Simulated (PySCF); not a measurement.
# One reaction down a group: F, Cl, Br

The same gas-phase reaction for F, Cl, Br:
- 2 SiH₂F₂ + SiH₂ → 2 SiH₃F + SiF₂
- 2 SiH₂Cl₂ + SiH₂ → 2 SiH₃Cl + SiCl₂
- 2 SiH₂Br₂ + SiH₂ → 2 SiH₃Br + SiBr₂

Computed with PySCF and rigid-rotor harmonic-oscillator thermochemistry at 1 bar. † marks an energy on the PBE0/def2-TZVP geometry and frequencies; other levels use their own. MP2 and CCSD(T) freeze the core. All species are closed-shell singlets. Br: all electrons, no relativistic terms. MP2 isn't extrapolated to the basis-set limit. CCSD(T) isn't extrapolated to the basis-set limit. The harmonic model lacks anharmonicity and excited electronic states, which grow with temperature; levels with a mode under 35 cm⁻¹ are left out. Soft modes under 120 cm⁻¹ make the harmonic entropy rough for SiH₂Br₂.

ΔH°(298 K) in kJ, by level:

```json
[
 {"level": "ωB97M-V/def2-TZVP†", "F": "-74.7", "Cl": "-85.7", "Br": "-93.4"},
 {"level": "CCSD(T)/def2-SVP†", "F": "-64.6", "Cl": "-77.2", "Br": "-91.7"},
 {"level": "BLYP/def2-TZVP†", "F": "-81.5", "Cl": "-101.2", "Br": "-113.3"},
 {"level": "PBE/def2-SVP", "F": "-81.8", "Cl": "-99.9", "Br": "-112.3"},
 {"level": "MP2/def2-TZVPP†", "F": "-66.8", "Cl": "-81.8", "Br": "-89.8"}
]
```

At ωB97M-V/def2-TZVP†, ΔH° falls from F to Br, over a range of 18.7 kJ; the steps are -11.0, -7.7 kJ. 5 of the 5 levels shown give the same order. The levels scatter most for Cl (24.0 kJ between the highest and the lowest) and least for F (17.2 kJ). ΔS°(298 K) runs from 1.4 to 2.1 J/K, so TΔS° at 298 K spreads over 0.2 kJ among the members, against 18.7 kJ for ΔH°.

Free energies at ωB97M-V/def2-TZVP†:

| member | ΔS°(298 K), J/K | ΔG°(298 K), kJ | ΔG°(1000 K), kJ | ΔG° changes sign |
|---|---|---|---|---|
| F | 1.4 | -75 | -74 | none from 298 to 2500 K |
| Cl | 2.1 | -86 | -86 | none from 298 to 2500 K |
| Br | 1.8 | -94 | -93 | none from 298 to 2500 K |

The NASA 1993 table, where it holds all species, gives ΔH°(298 K) = -5 kJ for F, -57 kJ for Cl, -73 kJ for Br; its entries are part measured, part old estimates, and weren't checked at source. After a fit of one offset per element over all species, the range-separated, M06-2X, PBE0/def2-QZVP and CCSD(T)/def2-TZVPP enthalpies, where run, lie to one side of the table for SiH₂F₂ (+16 kJ/mol), SiH₃F (+16 kJ/mol), SiF₂ (-43 kJ/mol): a fault of the table's entry, another state or a shared error of the levels is possible; this was not checked at source.
